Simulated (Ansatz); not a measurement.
# Al2H (doublet): the correlation ladder at distance Al1–Al2 = 3.672 Å, cc-pVDZ

Aim: climb from Hartree-Fock through coupled cluster and multireference methods for Al2H (doublet) at one geometry and basis, and see what each rung misses.

Method: cc-pVDZ, core rule «outside noble gas», up to 10 orbitals frozen; program: Ansatz 0.2.0, Gaussian basis.

To be run: UHF; CCSD(T) on ROHF; CCSD(T) on UHF; BCCD(T) on ROHF; CISD; CCSDT(Q) on ROHF; CCSDT(Q) on UHF; CCSDTQ on ROHF; CCSDTQ on UHF; CASSCF and MRCISD+Q, 3 electrons in 3 orbitals; CASSCF and NEVPT2, 3 electrons in 3 orbitals; CASSCF and MRCISD+Q, 7 electrons in 9 orbitals; CASSCF and NEVPT2, 7 electrons in 9 orbitals; Full CI.

**1. What is computed**

The geometry derives from a PBE0/def2-TZVP stationary point (not a proven minimum). One bond is set to the value named and the two fragments are kept rigid.

3 atoms, charge 0, spin multiplicity 2.

Atoms are counted from 1 here; the program's logs count them from 0.

Bond lengths: Al1–H3 1.619 Å.

**2. UHF**

File in.yaml:

```yaml
crystal:
  periodic: [false, false, false]
  atoms:
    - {symbol: Al, position_ang: [0.000000, 0.000000, 0.684257]}
    - {symbol: Al, position_ang: [0.000000, 0.000000, -2.987743]}
    - {symbol: H, position_ang: [0.000000, 0.000000, 2.303487]}
basis:
  gaussian: {orbitals: cc-pVDZ}
magnetization: {spin_polarized: true, initial_magnetization: 1}
hamiltonian: {xc: hf}
output: {orbitals: {seedname: orbitals}}
```

Launch:

```
$ ansatz run in.yaml --threads 1 --pin off --events-out ev --progress --plain --max-ram 2816MiB --backend cpu
```

Further steps of the session: CCSD(T) on ROHF; CCSD(T) on UHF; BCCD(T) on ROHF; CISD; CCSDT(Q) on ROHF; CCSDT(Q) on UHF; CCSDTQ on ROHF; CCSDTQ on UHF; CASSCF and MRCISD+Q, 3 electrons in 3 orbitals; CASSCF and NEVPT2, 3 electrons in 3 orbitals; CASSCF and MRCISD+Q, 7 electrons in 9 orbitals; CASSCF and NEVPT2, 7 electrons in 9 orbitals; Full CI.

**Question.** What will the summary of the whole plan be? Wanted: FCI below the RHF energy; RMP2 from FCI; UMP2 from FCI; RCCSD from FCI; RCCSD(T) from FCI; UCCSD(T) from FCI; RCCSDT(Q) from FCI; UCCSDT(Q) from FCI; NEVPT2 pair from FCI.

**Answer**, as computed:

| quantity | value |
| --- | --- |
| FCI below the RHF energy | -3.5582 eV |
| RMP2 from FCI | +25.85 kcal/mol |
| UMP2 from FCI | +25.97 kcal/mol |
| RCCSD from FCI | +2.85 kcal/mol |
| RCCSD(T) from FCI | +0.99 kcal/mol |
| UCCSD(T) from FCI | +0.99 kcal/mol |
| RCCSDT(Q) from FCI | +0.04 kcal/mol |
| UCCSDT(Q) from FCI | +0.03 kcal/mol |
| NEVPT2 pair from FCI | +24.83 kcal/mol |
| NEVPT2 valence from FCI | +14.55 kcal/mol |
| MRCISD+Q valence from FCI | +1.04 kcal/mol |
| levels within 1 kcal/mol (43 meV) | RCCSD(T), UCCSD(T), BCCD(T), RCCSDT, UCCSDT, RCCSDT(Q), UCCSDT(Q), RCCSDTQ, UCCSDTQ |
| T1 diagnostic | 0.028 |
| effectively unpaired electrons | 1.18 |

**Reading.** RCCSD(T) lands +0.99 kcal/mol from the yardstick (1.2 % of the correlation energy). One determinant dominates. Of the multireference levels listed MRCISD+Q valence comes nearest in total energy (+1.04 kcal/mol), which doesn't show that its space is the better one. These misses are within one basis, not against nature; the frozen cores of restricted and unrestricted runs differ, which can shift their rows.
